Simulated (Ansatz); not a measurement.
Geometry optimisation, Ansatz, RKS B3LYP/STO-3G.

Input file:

```yaml
crystal:
  periodic: [false, false, false]
  atoms:
    - { symbol: C, position_ang: [0.1454, -1.8655, 0.6563] }
    - { symbol: C, position_ang: [0.5047, -0.547, 0.6744] }
    - { symbol: Cl, position_ang: [2.1107, -0.2234, 1.1683] }
    - { symbol: C, position_ang: [-0.2148, 0.701, 0.3161] }
    - { symbol: C, position_ang: [-0.1321, 1.0468, -1.1709] }
    - { symbol: Cl, position_ang: [-2.0322, 0.5215, 0.699] }
    - { symbol: H, position_ang: [0.7823, -2.6342, 0.9309] }
    - { symbol: H, position_ang: [-0.43935, -1.05888, 0.48771] }
    - { symbol: H, position_ang: [0.0451, 1.5519, 0.9767] }
    - { symbol: H, position_ang: [0.9194, 1.231, -1.3833] }
    - { symbol: H, position_ang: [-0.5167, 0.2582, -1.787] }
    - { symbol: H, position_ang: [-0.6666, 1.9785, -1.3734] }
basis:
  gaussian: { orbitals: STO-3G }
hamiltonian:
  xc: b3lyp
relax:
  f_tol: 0.02
  max_steps: 50
```

Command:

```bash
$ ansatz run input.yaml --threads 1 --pin off --max-ram 2048MiB --backend cpu --events-out ev --progress --plain --runs-dir out
```

Task: Where does it end, and by what steps?

Result: The run converged. Limits of this set-up: minimal basis. After 15 steps the energy has fallen by 7.281 eV; H8 moved furthest, 1.10 Å. The start is strongly strained (largest force component 15 eV/Å), so its close contacts needn't be bonds. Parted: C2–H8.

```json
{"step": "0", "energy less start (eV)": "0.0000", "largest force component (eV/Å)": "14.603", "accepted": "yes"}
{"step": "1", "energy less start (eV)": "-3.2180", "largest force component (eV/Å)": "7.920", "accepted": "yes"}
{"step": "2", "energy less start (eV)": "-5.3216", "largest force component (eV/Å)": "4.601", "accepted": "yes"}
{"step": "3", "energy less start (eV)": "-6.5127", "largest force component (eV/Å)": "3.001", "accepted": "yes"}
{"step": "4", "energy less start (eV)": "-7.0406", "largest force component (eV/Å)": "1.294", "accepted": "yes"}
{"step": "5", "energy less start (eV)": "-7.1945", "largest force component (eV/Å)": "1.198", "accepted": "yes"}
{"step": "6", "energy less start (eV)": "-7.2255", "largest force component (eV/Å)": "0.659", "accepted": "yes"}
{"step": "7", "energy less start (eV)": "-7.2668", "largest force component (eV/Å)": "0.267", "accepted": "yes"}
{"step": "8", "energy less start (eV)": "-7.2702", "largest force component (eV/Å)": "0.165", "accepted": "yes"}
{"step": "9", "energy less start (eV)": "-7.2754", "largest force component (eV/Å)": "0.085", "accepted": "yes"}
{"step": "10", "energy less start (eV)": "-7.2772", "largest force component (eV/Å)": "0.086", "accepted": "yes"}
{"step": "11", "energy less start (eV)": "-7.2793", "largest force component (eV/Å)": "0.144", "accepted": "yes"}
{"step": "12", "energy less start (eV)": "-7.2806", "largest force component (eV/Å)": "0.110", "accepted": "yes"}
{"step": "13", "energy less start (eV)": "-7.2812", "largest force component (eV/Å)": "0.081", "accepted": "yes"}
{"step": "14", "energy less start (eV)": "-7.2800", "largest force component (eV/Å)": "0.267", "accepted": "no"}
{"step": "15", "energy less start (eV)": "-7.2813", "largest force component (eV/Å)": "0.013", "accepted": "yes"}
```

```xyz
12
Properties=species:S:1:pos:R:3
C 0.100 -1.765 0.842
C 0.550 -0.521 0.646
Cl 2.330 -0.162 0.752
C -0.261 0.750 0.293
C -0.034 1.217 -1.179
Cl -2.076 0.451 0.572
H 0.776 -2.596 1.074
H -0.976 -1.971 0.780
H 0.016 1.563 0.996
H 1.041 1.413 -1.327
H -0.360 0.439 -1.884
H -0.600 2.141 -1.369
```

Whether the end is a true minimum wasn't checked by a vibrational analysis.

Time of the run: 54 s on 1 thread of Arm Neoverse V1, with other jobs on the host, peak memory 0.12 GiB.
